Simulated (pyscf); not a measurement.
H₃C–SiH₂–SiH₃ (SMILES C[SiH2][SiH3]) + H• (SMILES [H]) -> H₃C–SiH•–SiH₃ (SMILES C[SiH][SiH3]) + H₂ (SMILES [H][H]), a hydrogen abstraction (doublet surface; H–Si broken, H–H formed). Optimised with ωB97X-D3(BJ)/def2-SVP in PySCF. Energies in eV from the separated reactants.

Small-basis levels: PySCF, no dispersion term, spherical d functions. Open shells are spin-unrestricted. 

Q: In single points HF/STO-3G puts the saddle at 0.56 eV and the reaction energy at -0.42 eV. Should these be trusted to within a few kcal/mol? Compare with ωB97M-D3(BJ)/def2-TZVP.

A: ωB97M-D3(BJ)/def2-TZVP gives ΔE‡ = 0.17 eV and ΔE = -0.60 eV. HF/STO-3G lies 0.39 eV over it in the barrier and 0.18 eV over it in the reaction energy, so on this step it does not hold to within 0.13 eV. ωB97M-D3(BJ)/def2-TZVP has limits of its own. One saddle was located; it need not be the lowest between these sides. The angle at the transferred H is 174°.
